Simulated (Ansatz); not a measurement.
Input file:

```yaml
crystal:
  periodic: [false, false, false]
  atoms:
    - {symbol: Al, position_ang: [0.000000, 0.000000, 0.281067]}
    - {symbol: Ga, position_ang: [0.000000, 0.000000, -2.313298]}
    - {symbol: H, position_ang: [0.000000, 0.000000, 2.032231]}
basis:
  gaussian: {orbitals: 6-31G}
magnetization: {spin_polarized: false, initial_magnetization: 3}
correlation: {method: fic_mrcisd_q, electrons: outside_noble_gas, active_space: {window: {electrons: 5, orbitals: 5}}}
```

```sh
$ ansatz run in.yaml --threads 1 --pin off --events-out ev --progress --plain --max-ram 2393MiB
```

The program prints:

```
420 factors; integrals over basis functions are off by at most 1.8e-4 eV
mean field evaluation 1: about -58920.2775 eV, gradient 4.9e0 eV
mean field evaluation 2: about -58920.2960 eV, gradient 5.0e0 eV
mean field evaluation 4: about -58920.8618 eV, gradient 1.5e0 eV
mean field evaluation 8: about -58920.9257 eV, gradient 3.7e-1 eV
mean field evaluation 16: about -58920.9497 eV, gradient 4.8e-5 eV
mean field evaluation 32: about -58920.9293 eV, gradient 2.3e-1 eV
mean field evaluation 64: about -58920.9126 eV, gradient 6.4e-1 eV
mean field -58920.94970868 eV, -2165.3049637398 hartree, gradient 1.6e-6 eV, S^2 3.750000; 6 other end points of the search recorded, 0 dependent functions left out
reference -58920.94970868 eV, -2165.3049637398 hartree; 24, 21 occupied and 20, 23 virtual orbitals, 420 factors
state -58921.48351844 eV, -2165.3245808869 hartree
contracted CI cycle   1: correlation 0.00000000 eV, 0.0000000000 hartree, residual 6.40e0 eV
contracted CI cycle   2: correlation -1.57972272 eV, -0.0580537393 hartree, residual 1.59e0 eV
contracted CI cycle   3: correlation -1.66883142 eV, -0.0613284236 hartree, residual 5.17e-1 eV
contracted CI cycle   4: correlation -1.67878093 eV, -0.0616940611 hartree, residual 2.34e-1 eV
contracted CI cycle   5: correlation -1.68083062 eV, -0.0617693859 hartree, residual 1.29e-1 eV
contracted CI cycle   6: correlation -1.68140604 eV, -0.0617905324 hartree, residual 6.85e-2 eV
contracted CI cycle   7: correlation -1.68157009 eV, -0.0617965611 hartree, residual 3.38e-2 eV
contracted CI cycle   8: correlation -1.68160416 eV, -0.0617978131 hartree, residual 1.45e-2 eV
contracted CI cycle   9: correlation -1.68160963 eV, -0.0617980140 hartree, residual 6.21e-3 eV
contracted CI cycle  10: correlation -1.68161064 eV, -0.0617980511 hartree, residual 2.36e-3 eV
contracted CI cycle  11: correlation -1.68161080 eV, -0.0617980569 hartree, residual 9.38e-4 eV
state -58921.48351844 eV, -2165.3245808869 hartree; corrected -58923.32052584 eV, -2165.3920896634 hartree
state -58921.32435927 eV, -2165.3187318949 hartree
contracted CI cycle   1: correlation 0.00000000 eV, 0.0000000000 hartree, residual 7.06e0 eV
contracted CI cycle   2: correlation -1.66931784 eV, -0.0613462993 hartree, residual 1.70e0 eV
contracted CI cycle   3: correlation -1.78486552 eV, -0.0655925980 hartree, residual 5.37e-1 eV
contracted CI cycle   4: correlation -1.79620974 eV, -0.0660094903 hartree, residual 1.89e-1 eV
contracted CI cycle   5: correlation -1.79764498 eV, -0.0660622345 hartree, residual 8.54e-2 eV
contracted CI cycle   6: correlation -1.79792539 eV, -0.0660725392 hartree, residual 3.20e-2 eV
contracted CI cycle   7: correlation -1.79796497 eV, -0.0660739941 hartree, residual 1.15e-2 eV
contracted CI cycle   8: correlation -1.79796940 eV, -0.0660741567 hartree, residual 4.12e-3 eV
contracted CI cycle   9: correlation -1.79796993 eV, -0.0660741760 hartree, residual 1.31e-3 eV
state -58921.32435927 eV, -2165.3187318949 hartree; corrected -58923.29182218 eV, -2165.3910348235 hartree
state -58921.48351844 eV, -2165.3245808869 hartree; corrected -58923.32052584 eV, -2165.3920896634 hartree
Total energy: -58923.32052584 eV, -2165.3920896634 hartree
```

For the same geometry and basis full CI lies 3.9 meV lower.

Ran on 1 thread of Arm Neoverse V2, shared host: 3.4 s wall, 0.16 GiB peak host memory.
